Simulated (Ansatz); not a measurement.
Start from `CC1=CN1` and change one atom or group to get `CC1=C(O)N1`.

Ansatz, PBE0-D4/def2-TZVP geometries, multiplicity 1. Each molecule was computed in one conformer, which needn't be the lowest.

```json
{"property": "zero-point energy (PBE0-D4/def2-TZVP) / kJ/mol", "`CC1=CN1`": "190.5"}
{"property": "HOMO energy (PBE0/def2-TZVPP) / eV", "`CC1=CN1`": "-5.75"}
{"property": "HOMO energy (B3LYP/def2-TZVPP) / eV", "`CC1=CN1`": "-5.55"}
{"property": "HOMO energy (PBE/def2-TZVPP) / eV", "`CC1=CN1`": "-4.47"}
{"property": "HOMO–LUMO gap (PBE0/def2-TZVPP) / eV", "`CC1=CN1`": "6.01"}
{"property": "LUMO energy (PBE/def2-TZVPP) / eV", "`CC1=CN1`": "-0.79"}
```

Q: What does the change do to each property? (Estimate.)

A: Ansatz gave: 
```json
{"property": "zero-point energy (PBE0-D4/def2-TZVP) / kJ/mol", "`CC1=C(O)N1`": "204.1", "shift": "13.6"}
{"property": "HOMO energy (PBE0/def2-TZVPP) / eV", "`CC1=C(O)N1`": "-5.48", "shift": "0.27"}
{"property": "HOMO energy (B3LYP/def2-TZVPP) / eV", "`CC1=C(O)N1`": "-5.30", "shift": "0.25"}
{"property": "HOMO energy (PBE/def2-TZVPP) / eV", "`CC1=C(O)N1`": "-4.24", "shift": "0.23"}
{"property": "HOMO–LUMO gap (PBE0/def2-TZVPP) / eV", "`CC1=C(O)N1`": "6.22", "shift": "0.21"}
{"property": "LUMO energy (PBE/def2-TZVPP) / eV", "`CC1=C(O)N1`": "-0.15", "shift": "0.64"}
```

With PBE0 the HOMO rises by 0.27 eV and the LUMO rises by 0.48 eV, so the gap widens by about 0.21 eV. PBE moves the HOMO by 0.23 eV and ωB97M-V by 0.31 eV. The zero-point energy changes by 13.6 kJ/mol with +3 modes.

B3LYP here is the variant with VWN-RPA as its local correlation; programs differ in this.
